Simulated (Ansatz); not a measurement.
FH2SSi, SMILES F[SiH]S, a rigid scan of one bond angle

Computed with the Ansatz DFT code, driven from Python.

Run as a notebook:

```python
import ansatz
from ase import Atoms
```

```python
atoms = Atoms(["F", "Si", "S", "H", "H"], positions=[
    (-1.3976, -0.0754, 0.9355),
    (-0.7466, -0.164, -0.5129),
    (0.9821, 1.0678, -0.4902),
    (-0.2277, -1.5566, -0.6851),
    (1.4396, 0.6545, 0.7113),
])
```

```python
# relax first, so that the scan starts from a minimum
first = (
    ansatz.Crystal.molecule_from_ase(atoms).calculation()
    .basis(gaussian="cc-pVDZ")
    .functional("r2scan0")
    .spin("collinear", total=1)
    .relax(force_tolerance=0.02, max_steps=80)
)
atoms.positions = first.run(threads=1, pin="off").report["positions_ang"]

rows = []
for angle in [85, 95, 105, 115, 125, 140, 160]:
    bent = atoms.copy()
    bent.set_angle(1, 2, 4, angle, indices=[4])
    calc = ansatz.Crystal.molecule_from_ase(bent).calculation()
    calc = calc.basis(gaussian="cc-pVDZ")
    calc = calc.functional("r2scan0")
    calc = calc.spin("collinear", total=1)
    rows.append((angle, calc.run(threads=1, pin="off").report["free_energy_ev"]))
floor = min(e for _, e in rows)
for angle, e in rows:
    print(f"angle Si1-S2-H4 = {angle:3d} deg   {1000 * (e - floor):9.1f} meV")
```

    angle Si1-S2-H4 =  85 deg        32.1 meV
    angle Si1-S2-H4 =  95 deg         0.0 meV
    angle Si1-S2-H4 = 105 deg        56.3 meV
    angle Si1-S2-H4 = 115 deg       194.1 meV
    angle Si1-S2-H4 = 125 deg       402.3 meV
    angle Si1-S2-H4 = 140 deg       804.7 meV
    angle Si1-S2-H4 = 160 deg      1345.5 meV

What to keep in mind:
- The scan is rigid, and the energies are electronic, in a modest basis. The zero is the lowest point of the grid, which needn't be the minimum.
- The species is open-shell (spin multiplicity 2).
- Finished in 3.7 min on 1 thread of Intel(R) Xeon(R) Processor @ 2.50GHz (Skylake/Cascade Lake), on a shared host, peak memory 0.26 GiB.

(Lines on the test bed's own set-up are left out of the output.)
